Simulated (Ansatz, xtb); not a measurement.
## Two structures of ClH2OSi+

Structure X is `[OH2+][Si]Cl`, a singlet and structure Y is a singlet given by its coordinates. Both are gas-phase species (loosely bound parts included), relaxed with r2SCAN-D4/def2-TZVP; the shapes shown needn't be the lowest conformers.

X (Å):

```yaml
atoms:
  - { symbol: Cl, position_ang: [1.7284, 3.5638, -0.5192] }
  - { symbol: O, position_ang: [-1.0485, 3.8633, 0.0627] }
  - { symbol: Si, position_ang: [0.3602, 2.7563, 0.7196] }
  - { symbol: H, position_ang: [-0.9596, 4.5372, -0.6373] }
  - { symbol: H, position_ang: [-1.9626, 3.8201, 0.3955] }
```

Y (Å):

```yaml
atoms:
  - { symbol: Cl, position_ang: [-1.0758, 1.1535, -1.1176] }
  - { symbol: O, position_ang: [0.7268, -1.0868, 0.2240] }
  - { symbol: Si, position_ang: [0.5007, 0.3351, 0.8195] }
  - { symbol: H, position_ang: [0.7316, -1.8897, -0.3072] }
  - { symbol: H, position_ang: [-1.3247, 2.3531, -0.7050] }
```

Close contacts (Å): Cl1–Si3 2.63, O2–Si3 1.56, Cl1–H5 1.29, O2–H4 0.96.

Quicker runs give these differences E(Y) − E(X): GFN2-xTB +0.2 kcal/mol; HF/STO-3G +32.6 kcal/mol (at GFN2-xTB geometries); r2SCAN-D4/def2-SVP +10.9 kcal/mol (at GFN2-xTB geometries).

**Question.** Estimate E(Y) − E(X) at the level CCSD(T)/def2-TZVPP.

**Answer.** Calculated at CCSD(T)/def2-TZVPP: E(Y) − E(X) = +10.3 kcal/mol, so structure X lies lower.

Level by level:

```tsv
level	geometry	E(Y) − E(X) (kcal/mol)	departure from the last row (kcal/mol)	job, with rough time for the two
GFN2-xTB	GFN2-xTB	+0.2	−10.1	optimisation, 0.31 s
HF/STO-3G	GFN2-xTB	+32.6	+22.3	single point, 0.14 s
r2SCAN-D4/def2-SVP	GFN2-xTB	+10.9	+0.7	single point, 0.88 s
r2SCAN-D4/def2-TZVP	r2SCAN-D4/def2-TZVP	+10.2	−0.1	optimisation, 13 s
HF/def2-TZVPP	r2SCAN-D4/def2-TZVP	+9.8	−0.5	part of the CCSD(T) run
MP2/def2-TZVPP	r2SCAN-D4/def2-TZVP	+10.4	+0.2	part of the CCSD(T) run
CCSD(T)/def2-TZVPP	r2SCAN-D4/def2-TZVP	+10.3		single point, 9.9 s
```

GFN2-xTB finds them nearly level. The largest departure from CCSD(T)/def2-TZVPP is that of HF/STO-3G, 22.3 kcal/mol.

With harmonic frequencies from r2SCAN-D4/def2-TZVP (ideal gas, rigid rotor, one conformer each, 298.15 K, 1 atm): on the last row, ΔE + ΔZPE = +7.1, ΔH = +7.8, ΔG = +6.2 kcal/mol.

The correlated steps freeze 11 core orbitals. Programs: Ansatz 0.2.0, xtb 6.7.1; the last row on 2 threads of Intel(R) Xeon(R) 6975P-C (Granite Rapids) on a shared host.
